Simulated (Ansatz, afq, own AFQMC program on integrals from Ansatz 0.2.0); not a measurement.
# AFQMC, coupled cluster and functionals along a coordinate of H₂ + SiH₃, doublet

```xyz
6

H    -2.4285    0.0000    0.0000
H    -1.6835    0.0000    0.0000
Si    0.0895    0.0000    0.0000
H     0.5395   -1.4163    0.0000
H     0.5395    0.7081   -1.2265
H     0.5395    0.7081    1.2265
```

A hydrogen atom is moved from one rigid fragment to the other; the H1–H2 distance tells how far. The two fragments are held close together, so this isn't a minimum-energy path and the start is a compressed complex. Energies in kcal/mol count from this geometry (0.745 Å) at the same level; the start stands on UHF, each point on the determinant named.

Basis cc-pVTZ. Noble-gas cores (and the filled d shells of Ga–Kr and In–Xe) are frozen. Integrals, coupled cluster, full CI and functionals: Ansatz 0.2.0; the random walks run on the same integrals in our own AFQMC program. ph-AFQMC/CISD is guided by a CISD state made of CCSD amplitudes; releasing the constraint for a short imaginary time cuts its bias at the price of noise, slowly where states lie close. Error bars are statistical, one sigma.

| r(H1–H2) / Å | det. | T1 | weight | ⟨S²⟩ | CCSD | PBE | CCSD(T) |
| --- | --- | --- | --- | --- | --- | --- | --- |
| 0.840 | UHF | 0.016 | 0.90 | 0.77 | 0.5 | -0.4 | 0.5 |
| 0.888 | UHF | 0.017 | 0.90 | 0.77 | 1.5 | 0.4 | 1.4 |
| 0.935 | UHF | 0.017 | 0.90 | 0.77 | 2.5 | 1.6 | 2.5 |
| 0.983 | UHF | 0.016 | 0.90 | 0.77 | 3.6 | 3.2 | 3.6 |
| 1.078 | UHF | 0.015 | 0.91 | 0.76 | 6.5 | 7.5 | 6.5 |

Problem. Estimate the curve of CCSDT(Q), counted from the same start.

Solution. 
```tsv
r(H1–H2) / Å	det.	T1	weight	⟨S²⟩	CCSDT(Q)	ph-AFQMC/CISD
0.840	UHF	0.016	0.90	0.77	0.5	0.5 ± 0.1
0.888	UHF	0.017	0.90	0.77	1.4	1.5 ± 0.1
0.935	UHF	0.017	0.90	0.77	2.5	2.4 ± 0.09
0.983	UHF	0.016	0.90	0.77	3.6	3.6 ± 0.1
1.078	UHF	0.015	0.91	0.76	6.6	6.5 ± 0.1
```

Weight is that of the determinant in the CISD state; at the start T1 is 0.015 and the weight 0.90, and ⟨S²⟩ is 0.77. Largest departures from CCSDT(Q), at the points where its series has closed: CCSD(T) 0.0 kcal/mol at 1.078 (on UHF), ph-AFQMC/CISD -0.1 kcal/mol at 0.935 (on UHF) (within the noise), CCSD 0.1 kcal/mol at 0.888 (on UHF), PBE -1.0 kcal/mol at 0.888. Functionals count only at points shown to share the start's state and spin.

A walk keeps the symmetry of its determinant, which the program's search chose and which needn't be the lowest solution, so a lower state of the same spin and another symmetry isn't excluded.
